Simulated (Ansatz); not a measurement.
**Ligand exchange: MgH(NH2) + CH6N2 → Mg(NH2)2 + CH5N**

Gas-phase species: MgH(NH2), singlet; CH6N2 (methylhydrazine) `CNN`, singlet; Mg(NH2)2, singlet; CH5N (methylamine) `CN`, singlet. The partners trade H for NH2: Mg–H and N–NH2 bonds give way to Mg–NH2 and N–H.

Shapes, held fixed at every level: PBE0-D4/def2-TZVP. Flexible molecules stand in one conformer, not always the lowest. Programs: Ansatz 0.2.0. The zero-point and thermal change to 298 K, harmonic and unscaled (PBE0-D4/def2-TZVP), is +7.4 kJ/mol.

(1) Estimate ΔH(298 K) of this reaction.

Results:

(1) The highest level, CCSD(T)/def2-TZVPP, gives ΔH(298 K) = -207.0 kJ/mol; the levels span -220.7 to -199.4. The column of differences is taken from that level and isn't an error. No measured value is set beside it here. Outer-core shells of Mg are correlated, in sets that cover them unevenly.

```tsv
level	kind	ΔH(298 K) (kJ/mol)	less CCSD(T)/def2-TZVPP
HF/def2-TZVPP	Hartree–Fock	-199.9	+7.1
r2SCAN-D4/def2-TZVPP	meta-GGA	-205.1	+1.9
B3LYP-D4/def2-TZVPP	global hybrid	-199.4	+7.6
BHLYP-D4/def2-TZVPP	global hybrid	-202.2	+4.8
B2PLYP/def2-TZVPP	double hybrid	-209.3	-2.3
MP2/def2-SVP	perturbation theory	-203.9	+3.1
MP2/def2-TZVPP	perturbation theory	-220.7	-13.7
CCSD(T)/def2-TZVPP	coupled cluster or CI	-207.0	0.0
```
